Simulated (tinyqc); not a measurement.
Inside a calculation (part 1 of 2). Method: UKS/LDA (VWN5) in the sto-6g basis, for BH2, spin multiplicity 2. Computed by tinyqc, a small Python program that keeps every step (integrals from PySCF). Settings: charge = 0, multiplicity = 2, basis = sto-6g, energy threshold = 1e-09, iteration cap = 66, orthogonalisation = canonical, start = core, DIIS depth = 0, method = UKS, functional = lda,vwn, grid = [30, 50]. Command: `OMP_NUM_THREADS=1 python tinyqc.py 22680 22681 out.jsonl` (the two numbers bound the seeds that draw the settings). One thread of a shared host (Intel(R) Xeon(R) Processor @ 2.60GHz), about 3 s of CPU time with the checks. Later iterations appear only in the table of the cycle.

## One-electron integrals

Geometry (angstrom):
```
atom       x        y       z
B     0.0000   0.0000  0.0000
H     0.0000   1.1910  0.4850
H     0.0000  -1.1910  0.4850
```

Basis sto-6g: exponents (1/bohr^2) and contraction coefficients of normalised primitives:
```
element  l (shell)  exponent  coefficient
B            s (1)  506.0111       0.0092
B            s (1)   92.7768       0.0494
B            s (1)   25.9557       0.1685
B            s (1)    8.9164       0.3706
B            s (1)    3.4625       0.4165
B            s (1)    1.4261       0.1303
B            s (2)   23.1946      -0.0133
B            s (2)    4.5908      -0.0470
B            s (2)    1.4268      -0.0338
B            s (2)    0.5489       0.2502
B            s (2)    0.2384       0.5951
B            s (2)    0.1093       0.2407
B            p (3)   23.1946       0.0038
B            p (3)    4.5908       0.0377
B            p (3)    1.4268       0.1739
B            p (3)    0.5489       0.4180
B            p (3)    0.2384       0.4259
B            p (3)    0.1093       0.1017
H            s (1)   35.5232       0.0092
H            s (1)    6.5131       0.0494
H            s (1)    1.8221       0.1685
H            s (1)    0.6260       0.3706
H            s (1)    0.2431       0.4165
H            s (1)    0.1001       0.1303
```

Overlap, kinetic and nuclear-attraction integrals over the contracted functions; the nuclear repulsion is the sum of Za Zb / Rab.

nuclear repulsion = 4.337177 hartree

overlap S, lower triangle:
```
         1B 1s   1B 2s  1B 2px   1B 2py  1B 2pz   2H 1s   3H 1s
1B 1s   1.0000
1B 2s   0.2649  1.0000
1B 2px  0.0000  0.0000  1.0000
1B 2py  0.0000  0.0000  0.0000   1.0000
1B 2pz  0.0000  0.0000  0.0000   0.0000  1.0000
2H 1s   0.0557  0.4279  0.0000   0.4210  0.1715  1.0000
3H 1s   0.0557  0.4279  0.0000  -0.4210  0.1715  0.0639  1.0000
```

kinetic energy T (hartree), lower triangle:
```
          1B 1s   1B 2s  1B 2px   1B 2py  1B 2pz    2H 1s   3H 1s
1B 1s   10.9472
1B 2s   -0.3339  0.3745
1B 2px   0.0000  0.0000  1.1250
1B 2py   0.0000  0.0000  0.0000   1.1250
1B 2pz   0.0000  0.0000  0.0000   0.0000  1.1250
2H 1s   -0.0115  0.0659  0.0000   0.1732  0.0705   0.7685
3H 1s   -0.0115  0.0659  0.0000  -0.1732  0.0705  -0.0110  0.7685
```

nuclear attraction V (hartree), lower triangle:
```
           1B 1s    1B 2s   1B 2px   1B 2py   1B 2pz    2H 1s    3H 1s
1B 1s   -24.2147
1B 2s    -2.9622  -4.5530
1B 2px    0.0000   0.0000  -4.4827
1B 2py    0.0000   0.0000   0.0000  -4.6631
1B 2pz   -0.0126  -0.1092   0.0000   0.0000  -4.5127
2H 1s    -0.6869  -1.6840   0.0000  -1.5711  -0.6570  -3.4993
3H 1s    -0.6869  -1.6840   0.0000   1.5711  -0.6570  -0.2484  -3.4993
```

core Hamiltonian H = T + V (hartree), lower triangle:
```
           1B 1s    1B 2s   1B 2px   1B 2py   1B 2pz    2H 1s    3H 1s
1B 1s   -13.2675
1B 2s    -3.2961  -4.1785
1B 2px    0.0000   0.0000  -3.3577
1B 2py    0.0000   0.0000   0.0000  -3.5381
1B 2pz   -0.0126  -0.1092   0.0000   0.0000  -3.3876
2H 1s    -0.6984  -1.6181   0.0000  -1.3979  -0.5865  -2.7307
3H 1s    -0.6984  -1.6181   0.0000   1.3979  -0.5865  -0.2595  -2.7307
```

## Two-electron integrals

Functions are numbered as in S; the eight-fold symmetry (ij|kl) = (ji|kl) = (kl|ij) leaves the list below.

Two-electron integrals (ij|kl) in chemists' order, unique and non-zero (hartree):
```
(11|11) 2.9250      (21|11) 0.4808      (21|21) 0.0995      (22|11) 0.7434
(22|21) 0.1890      (22|22) 0.5449      (31|31) 0.0211      (32|31) 0.0309
(32|32) 0.1204      (33|11) 0.7434      (33|21) 0.1890      (33|22) 0.5449
(33|33) 0.5871      (41|41) 0.0211      (42|41) 0.0309      (42|42) 0.1204
(43|43) 0.0316      (44|11) 0.7434      (44|21) 0.1890      (44|22) 0.5449
(44|33) 0.5238      (44|44) 0.5871      (51|51) 0.0211      (52|51) 0.0309
(52|52) 0.1204      (53|53) 0.0316      (54|54) 0.0316      (55|11) 0.7434
(55|21) 0.1890      (55|22) 0.5449      (55|33) 0.5238      (55|44) 0.5238
(55|55) 0.5871      (61|11) 0.1047      (61|21) 0.0210      (61|22) 0.0395
(61|33) 0.0393      (61|41) 0.0015      (61|42) 0.0029      (61|44) 0.0399
(61|51) 0.0006      (61|52) 0.0012      (61|54) 2.26e-04    (61|55) 0.0394
(61|61) 0.0046      (62|11) 0.2473      (62|21) 0.0639      (62|22) 0.2024
(62|33) 0.1967      (62|41) 0.0069      (62|42) 0.0406      (62|44) 0.2113
(62|51) 0.0028      (62|52) 0.0165      (62|54) 0.0060      (62|55) 0.1991
(62|61) 0.0143      (62|62) 0.1037      (63|31) 0.0067      (63|32) 0.0305
(63|43) 0.0076      (63|53) 0.0031      (63|63) 0.0115      (64|11) 0.2153
(64|21) 0.0564      (64|22) 0.1881      (64|33) 0.1782      (64|41) 0.0120
(64|42) 0.0648      (64|44) 0.2058      (64|51) 0.0021      (64|52) 0.0140
(64|54) 0.0081      (64|55) 0.1803      (64|61) 0.0133      (64|62) 0.1128
(64|64) 0.1316      (65|11) 0.0877      (65|21) 0.0230      (65|22) 0.0766
(65|33) 0.0726      (65|41) 0.0021      (65|42) 0.0140      (65|44) 0.0776
(65|51) 0.0076      (65|52) 0.0362      (65|54) 0.0097      (65|55) 0.0796
(65|61) 0.0054      (65|62) 0.0459      (65|64) 0.0489      (65|65) 0.0314
(66|11) 0.4071      (66|21) 0.1074      (66|22) 0.3835      (66|33) 0.3609
(66|41) 0.0142      (66|42) 0.1093      (66|44) 0.4192      (66|51) 0.0058
(66|52) 0.0445      (66|54) 0.0237      (66|55) 0.3706      (66|61) 0.0246
(66|62) 0.2513      (66|64) 0.2972      (66|65) 0.1210      (66|66) 0.7750
(71|11) 0.1047      (71|21) 0.0210      (71|22) 0.0395      (71|33) 0.0393
(71|41) -0.0015     (71|42) -0.0029     (71|44) 0.0399      (71|51) 0.0006
(71|52) 0.0012      (71|54) -2.26e-04   (71|55) 0.0394      (71|61) 0.0044
(71|62) 0.0128      (71|64) 0.0108      (71|65) 0.0049      (71|66) 0.0213
(71|71) 0.0046      (72|11) 0.2473      (72|21) 0.0639      (72|22) 0.2024
(72|33) 0.1967      (72|41) -0.0069     (72|42) -0.0406     (72|44) 0.2113
(72|51) 0.0028      (72|52) 0.0165      (72|54) -0.0060     (72|55) 0.1991
(72|61) 0.0128      (72|62) 0.0656      (72|64) 0.0536      (72|65) 0.0284
(72|66) 0.1197      (72|71) 0.0143      (72|72) 0.1037      (73|31) 0.0067
(73|32) 0.0305      (73|43) -0.0076     (73|53) 0.0031      (73|63) 0.0064
(73|73) 0.0115      (74|11) -0.2153     (74|21) -0.0564     (74|22) -0.1881
(74|33) -0.1782     (74|41) 0.0120      (74|42) 0.0648      (74|44) -0.2058
(74|51) -0.0021     (74|52) -0.0140     (74|54) 0.0081      (74|55) -0.1803
(74|61) -0.0108     (74|62) -0.0536     (74|64) -0.0388     (74|65) -0.0227
(74|66) -0.0938     (74|71) -0.0133     (74|72) -0.1128     (74|74) 0.1316
(75|11) 0.0877      (75|21) 0.0230      (75|22) 0.0766      (75|33) 0.0726
(75|41) -0.0021     (75|42) -0.0140     (75|44) 0.0776      (75|51) 0.0076
(75|52) 0.0362      (75|54) -0.0097     (75|55) 0.0796      (75|61) 0.0049
(75|62) 0.0284      (75|64) 0.0227      (75|65) 0.0184      (75|66) 0.0539
(75|71) 0.0054      (75|72) 0.0459      (75|74) -0.0489     (75|75) 0.0314
(76|11) 0.0370      (76|21) 0.0095      (76|22) 0.0300      (76|33) 0.0293
(76|44) 0.0305      (76|51) 0.0007      (76|52) 0.0042      (76|55) 0.0302
(76|61) 0.0020      (76|62) 0.0125      (76|64) 0.0120      (76|65) 0.0061
(76|66) 0.0269      (76|71) 0.0020      (76|72) 0.0125      (76|74) -0.0120
(76|75) 0.0061      (76|76) 0.0019      (77|11) 0.4071      (77|21) 0.1074
(77|22) 0.3835      (77|33) 0.3609      (77|41) -0.0142     (77|42) -0.1093
(77|44) 0.4192      (77|51) 0.0058      (77|52) 0.0445      (77|54) -0.0237
(77|55) 0.3706      (77|61) 0.0213      (77|62) 0.1197      (77|64) 0.0938
(77|65) 0.0539      (77|66) 0.2220      (77|71) 0.0246      (77|72) 0.2513
(77|74) -0.2972     (77|75) 0.1210      (77|76) 0.0269      (77|77) 0.7750
```

## Orthogonalisation

S = U s U^T; canonical form X = U s^(-1/2), so that X^T S X = 1. Each column of U has its largest component positive (the first on a tie).

eigenvalues of S: 0.3534  0.3718  0.8832  1.0000  1.0724  1.5643  1.7549

X:
```
              1        2        3       4        5        6       7
1B 1s   -0.3434   0.0000   0.7818  0.0000  -0.5555   0.0000  0.2233
1B 2s    1.1627   0.0000  -0.2577  0.0000  -0.2164   0.0000  0.4854
1B 2px   0.0000   0.0000   0.0000  1.0000   0.0000   0.0000  0.0000
1B 2py   0.0000   1.1282   0.0000  0.0000   0.0000   0.5803  0.0000
1B 2pz   0.4095   0.0000   0.6074  0.0000   0.7279   0.0000  0.1631
2H 1s   -0.7721  -0.8417  -0.2068  0.0000   0.1536   0.3889  0.3590
3H 1s   -0.7721   0.8417  -0.2068  0.0000   0.1536  -0.3889  0.3590
```

## Starting guess

The start is the orbitals of the core Hamiltonian; D(s) = C_occ C_occ^T for each spin.

D(alpha) at the start, lower triangle:
```
          1B 1s    1B 2s  1B 2px   1B 2py   1B 2pz    2H 1s   3H 1s
1B 1s    1.0728
1B 2s   -0.2826   1.0765
1B 2px   0.0000   0.0000  1.0000
1B 2py   0.0000   0.0000  0.0000   1.2086
1B 2pz  -0.1026   0.4321  0.0000   0.0000   0.1735
2H 1s    0.0317  -0.1009  0.0000  -0.1425  -0.0404   0.0263
3H 1s    0.0317  -0.1009  0.0000   0.1425  -0.0404  -0.0073  0.0263
```

D(beta) at the start, lower triangle:
```
          1B 1s    1B 2s  1B 2px   1B 2py   1B 2pz    2H 1s   3H 1s
1B 1s    1.0728
1B 2s   -0.2826   1.0765
1B 2px   0.0000   0.0000  0.0000
1B 2py   0.0000   0.0000  0.0000   1.2086
1B 2pz  -0.1026   0.4321  0.0000   0.0000   0.1735
2H 1s    0.0317  -0.1009  0.0000  -0.1425  -0.0404   0.0263
3H 1s    0.0317  -0.1009  0.0000   0.1425  -0.0404  -0.0073  0.0263
```

## Iteration 1: exchange-correlation on the grid

Becke grid with 30 radial and 50 angular points per atom, points of zero weight dropped. rho = sum D_ij phi_i phi_j; V_xc,ij = sum w v_xc phi_i phi_j; v_xc is d(rho eps)/d rho(s) for spin s.

The 12 grid points with the largest w rho, of 4490 (bohr, atomic units):
```
x              y       z       w  rho(alpha)  rho(beta)   eps_xc  v_xc(alpha)
1.0179    1.0179  0.0000  0.1628      0.0909     0.0576  -0.4509      -0.6142
1.0179   -1.0179  0.0000  0.1628      0.0909     0.0576  -0.4509      -0.6142
-1.0179  -1.0179  0.0000  0.1628      0.0909     0.0576  -0.4509      -0.6142
-1.0179   1.0179  0.0000  0.1628      0.0909     0.0576  -0.4509      -0.6142
-1.0179   0.0000  1.0179  0.1696      0.0826     0.0493  -0.4356      -0.5950
1.0179    0.0000  1.0179  0.1696      0.0826     0.0493  -0.4356      -0.5950
-0.8311  -0.8311  0.8311  0.1457      0.0871     0.0649  -0.4521      -0.6089
-0.8311   0.8311  0.8311  0.1457      0.0871     0.0649  -0.4521      -0.6089
0.8311    0.8311  0.8311  0.1457      0.0871     0.0649  -0.4521      -0.6089
0.8311   -0.8311  0.8311  0.1457      0.0871     0.0649  -0.4521      -0.6089
-1.2374   0.0000  1.2374  0.2868      0.0482     0.0288  -0.3690      -0.5024
1.2374    0.0000  1.2374  0.2868      0.0482     0.0288  -0.3690      -0.5024
```

electrons on the grid, sum of w rho = 6.9999

E_xc = sum of w rho eps_xc = -4.876764 hartree

V_xc(alpha) (hartree), lower triangle:
```
          1B 1s    1B 2s   1B 2px   1B 2py   1B 2pz    2H 1s    3H 1s
1B 1s   -1.8320
1B 2s   -0.2781  -0.5136
1B 2px   0.0000   0.0000  -0.5325
1B 2py   0.0000   0.0000   0.0000  -0.5357
1B 2pz  -0.0080  -0.0460   0.0000   0.0000  -0.4727
2H 1s   -0.0626  -0.1757   0.0000  -0.1544  -0.0681  -0.2435
3H 1s   -0.0626  -0.1757   0.0000   0.1544  -0.0681  -0.0264  -0.2435
```

V_xc(beta) (hartree), lower triangle:
```
          1B 1s    1B 2s   1B 2px   1B 2py   1B 2pz    2H 1s    3H 1s
1B 1s   -1.8184
1B 2s   -0.2676  -0.4698
1B 2px   0.0000   0.0000  -0.4544
1B 2py   0.0000   0.0000   0.0000  -0.5125
1B 2pz  -0.0091  -0.0529   0.0000   0.0000  -0.4423
2H 1s   -0.0607  -0.1659   0.0000  -0.1493  -0.0669  -0.2373
3H 1s   -0.0607  -0.1659   0.0000   0.1493  -0.0669  -0.0249  -0.2373
```

## Iteration 1: building the Kohn-Sham matrix

J_ij = sum D_kl (ij|kl) with D = D(alpha) + D(beta); F = H + J + V_xc; E = tr D H + tr D J / 2 + E_xc + E_nn.

Coulomb J (hartree), lower triangle:
```
         1B 1s   1B 2s  1B 2px   1B 2py  1B 2pz   2H 1s   3H 1s
1B 1s   9.7265
1B 2s   1.9302  4.2529
1B 2px  0.0000  0.0000  4.2516
1B 2py  0.0000  0.0000  0.0000   4.3025
1B 2pz  0.0383  0.1594  0.0000   0.0000  4.2047
2H 1s   0.4143  1.5455  0.0000   1.4121  0.6057  2.8116
3H 1s   0.4143  1.5455  0.0000  -1.4121  0.6057  0.2310  2.8116
```

F(alpha) (hartree), lower triangle:
```
          1B 1s    1B 2s  1B 2px   1B 2py   1B 2pz    2H 1s    3H 1s
1B 1s   -5.3729
1B 2s   -1.6440  -0.4392
1B 2px   0.0000   0.0000  0.3613
1B 2py   0.0000   0.0000  0.0000   0.2287
1B 2pz   0.0176   0.0042  0.0000   0.0000   0.3443
2H 1s   -0.3467  -0.2483  0.0000  -0.1402  -0.0488  -0.1627
3H 1s   -0.3467  -0.2483  0.0000   0.1402  -0.0488  -0.0549  -0.1627
```

F(beta) (hartree), lower triangle:
```
          1B 1s    1B 2s  1B 2px   1B 2py   1B 2pz    2H 1s    3H 1s
1B 1s   -5.3594
1B 2s   -1.6335  -0.3954
1B 2px   0.0000   0.0000  0.4394
1B 2py   0.0000   0.0000  0.0000   0.2519
1B 2pz   0.0165  -0.0027  0.0000   0.0000   0.3747
2H 1s   -0.3449  -0.2385  0.0000  -0.1352  -0.0477  -0.1565
3H 1s   -0.3449  -0.2385  0.0000   0.1352  -0.0477  -0.0534  -0.1565
```

total energy of this density = -24.135818 hartree

## Iteration 1: diagonalisation and new density

Diagonalise F' = X^T F X, C = X C', fill 4 alpha and 3 beta electrons from the bottom; D(s) = C_occ C_occ^T. Each column has its largest component positive (the first on a tie).

F' = X^T F X (alpha) (hartree), lower triangle:
```
         1       2        3       4        5        6        7
1   0.4682
2   0.0000  0.6709
3   0.3989  0.0000  -2.3313
4   0.0000  0.0000   0.0000  0.3613
5  -0.2095  0.0000   2.3608  0.0000  -1.7878
6   0.0000  0.2342   0.0000  0.0000   0.0000  -0.0822
7   0.3390  0.0000  -1.4249  0.0000   1.3428   0.0000  -1.0682
```

orbital energies (alpha) (hartree): MO1 -5.3835, MO2 -0.1941, MO3 -0.1491, MO4 0.2679, MO5 0.3613, MO6 0.5906, MO7 0.7378

coefficients C (alpha):
```
            MO1      MO2      MO3      MO4     MO5      MO6      MO7
1B 1s    0.9863  -0.1585   0.0000  -0.2027  0.0000  -0.2206   0.0000
1B 2s    0.0529   0.2814   0.0000   0.7794  0.0000   1.0055   0.0000
1B 2px   0.0000   0.0000   0.0000   0.0000  1.0000   0.0000   0.0000
1B 2py   0.0000   0.0000   0.2481   0.0000  0.0000   0.0000   1.2442
1B 2pz   0.0004   0.0351   0.0000  -0.7019  0.0000   0.7741   0.0000
2H 1s   -0.0114   0.5555   0.6052  -0.2846  0.0000  -0.6339  -0.7025
3H 1s   -0.0114   0.5555  -0.6052  -0.2846  0.0000  -0.6339   0.7025
```

F' = X^T F X (beta) (hartree), lower triangle:
```
         1       2        3       4        5        6        7
1   0.4940
2   0.0000  0.6879
3   0.3943  0.0000  -2.3111
4   0.0000  0.0000   0.0000  0.4394
5  -0.2144  0.0000   2.3728  0.0000  -1.7609
6   0.0000  0.2458   0.0000  0.0000   0.0000  -0.0684
7   0.3586  0.0000  -1.4273  0.0000   1.3353   0.0000  -1.0456
```

orbital energies (beta) (hartree): MO1 -5.3693, MO2 -0.1814, MO3 -0.1412, MO4 0.3081, MO5 0.4394, MO6 0.6190, MO7 0.7608

coefficients C (beta):
```
            MO1      MO2      MO3      MO4     MO5      MO6      MO7
1B 1s    0.9869  -0.1494   0.0000  -0.2022  0.0000  -0.2249   0.0000
1B 2s    0.0509   0.2469   0.0000   0.7721  0.0000   1.0203   0.0000
1B 2px   0.0000   0.0000   0.0000   0.0000  1.0000   0.0000   0.0000
1B 2py   0.0000   0.0000   0.2357   0.0000  0.0000   0.0000   1.2466
1B 2pz   0.0005   0.0397   0.0000  -0.7114  0.0000   0.7651   0.0000
2H 1s   -0.0109   0.5721   0.6121  -0.2626  0.0000  -0.6286  -0.6965
3H 1s   -0.0109   0.5721  -0.6121  -0.2626  0.0000  -0.6286   0.6965
```

D(alpha) after iteration 1, lower triangle:
```
          1B 1s    1B 2s  1B 2px   1B 2py  1B 2pz   2H 1s   3H 1s
1B 1s    1.0390
1B 2s   -0.1504   0.6895
1B 2px   0.0000   0.0000  0.0000
1B 2py   0.0000   0.0000  0.0000   0.0615
1B 2pz   0.1371  -0.5372  0.0000   0.0000  0.4939
2H 1s   -0.0416  -0.0661  0.0000   0.1501  0.2192  0.7560
3H 1s   -0.0416  -0.0661  0.0000  -0.1501  0.2192  0.0235  0.7560
```

D(beta) after iteration 1, lower triangle:
```
          1B 1s   1B 2s  1B 2px   1B 2py  1B 2pz    2H 1s   3H 1s
1B 1s    0.9962
1B 2s    0.0133  0.0635
1B 2px   0.0000  0.0000  0.0000
1B 2py   0.0000  0.0000  0.0000   0.0556
1B 2pz  -0.0055  0.0098  0.0000   0.0000  0.0016
2H 1s   -0.0962  0.1407  0.0000   0.1443  0.0227   0.7021
3H 1s   -0.0962  0.1407  0.0000  -0.1443  0.0227  -0.0473  0.7021
```

## Iteration 2: exchange-correlation on the grid

As before.

The 12 grid points with the largest w rho, of 4490 (bohr, atomic units):
```
x              y        z       w  rho(alpha)  rho(beta)   eps_xc  v_xc(alpha)
-0.4340   0.4340  -1.3021  0.1519      0.0762     0.0028  -0.4175      -0.5586
-0.4340  -0.4340  -1.3021  0.1519      0.0762     0.0028  -0.4175      -0.5586
0.4340    0.4340  -1.3021  0.1519      0.0762     0.0028  -0.4175      -0.5586
0.4340   -0.4340  -1.3021  0.1519      0.0762     0.0028  -0.4175      -0.5586
-0.5276   0.5276  -1.5829  0.2579      0.0447     0.0017  -0.3524      -0.4706
-0.5276  -0.5276  -1.5829  0.2579      0.0447     0.0017  -0.3524      -0.4706
0.5276    0.5276  -1.5829  0.2579      0.0447     0.0017  -0.3524      -0.4706
0.5276   -0.5276  -1.5829  0.2579      0.0447     0.0017  -0.3524      -0.4706
0.0000    1.2374  -1.2374  0.2839      0.0359     0.0054  -0.3257      -0.4443
0.0000   -1.2374  -1.2374  0.2839      0.0359     0.0054  -0.3257      -0.4443
0.0000    1.0179  -1.0179  0.1691      0.0609     0.0080  -0.3845      -0.5247
0.0000   -1.0179  -1.0179  0.1691      0.0609     0.0080  -0.3845      -0.5247
```

electrons on the grid, sum of w rho = 7.0000

E_xc = sum of w rho eps_xc = -4.514239 hartree

V_xc(alpha) (hartree), lower triangle:
```
          1B 1s    1B 2s   1B 2px   1B 2py   1B 2pz    2H 1s    3H 1s
1B 1s   -1.7910
1B 2s   -0.2525  -0.4365
1B 2px   0.0000   0.0000  -0.3898
1B 2py   0.0000   0.0000   0.0000  -0.4736
1B 2pz   0.0081   0.0311   0.0000   0.0000  -0.4460
2H 1s   -0.0567  -0.1867   0.0000  -0.1950  -0.0717  -0.4974
3H 1s   -0.0567  -0.1867   0.0000   0.1950  -0.0717  -0.0258  -0.4974
```

V_xc(beta) (hartree), lower triangle:
```
          1B 1s    1B 2s   1B 2px   1B 2py   1B 2pz    2H 1s    3H 1s
1B 1s   -1.7686
1B 2s   -0.2404  -0.3758
1B 2px   0.0000   0.0000  -0.3349
1B 2py   0.0000   0.0000   0.0000  -0.4313
1B 2pz  -0.0002  -0.0212   0.0000   0.0000  -0.3612
2H 1s   -0.0546  -0.1756   0.0000  -0.1883  -0.0770  -0.4896
3H 1s   -0.0546  -0.1756   0.0000   0.1883  -0.0770  -0.0244  -0.4896
```

## Iteration 2: building the Kohn-Sham matrix

As before.

Coulomb J (hartree), lower triangle:
```
         1B 1s   1B 2s  1B 2px   1B 2py  1B 2pz   2H 1s   3H 1s
1B 1s   8.3762
1B 2s   1.6182  3.6567
1B 2px  0.0000  0.0000  3.5607
1B 2py  0.0000  0.0000  0.0000   3.7794
1B 2pz  0.0002  0.0665  0.0000   0.0000  3.6301
2H 1s   0.3479  1.4370  0.0000   1.3864  0.5715  3.0850
3H 1s   0.3479  1.4370  0.0000  -1.3864  0.5715  0.2106  3.0850
```

F(alpha) (hartree), lower triangle:
```
          1B 1s    1B 2s   1B 2px   1B 2py   1B 2pz    2H 1s    3H 1s
1B 1s   -6.6824
1B 2s   -1.9304  -0.9582
1B 2px   0.0000   0.0000  -0.1869
1B 2py   0.0000   0.0000   0.0000  -0.2322
1B 2pz  -0.0043  -0.0117   0.0000   0.0000  -0.2035
2H 1s   -0.4072  -0.3678   0.0000  -0.2065  -0.0866  -0.1431
3H 1s   -0.4072  -0.3678   0.0000   0.2065  -0.0866  -0.0748  -0.1431
```

F(beta) (hartree), lower triangle:
```
          1B 1s    1B 2s   1B 2px   1B 2py   1B 2pz    2H 1s    3H 1s
1B 1s   -6.6600
1B 2s   -1.9183  -0.8976
1B 2px   0.0000   0.0000  -0.1319
1B 2py   0.0000   0.0000   0.0000  -0.1899
1B 2pz  -0.0126  -0.0639   0.0000   0.0000  -0.1188
2H 1s   -0.4052  -0.3567   0.0000  -0.1999  -0.0920  -0.1353
3H 1s   -0.4052  -0.3567   0.0000   0.1999  -0.0920  -0.0734  -0.1353
```

total energy of this density = -25.196986 hartree
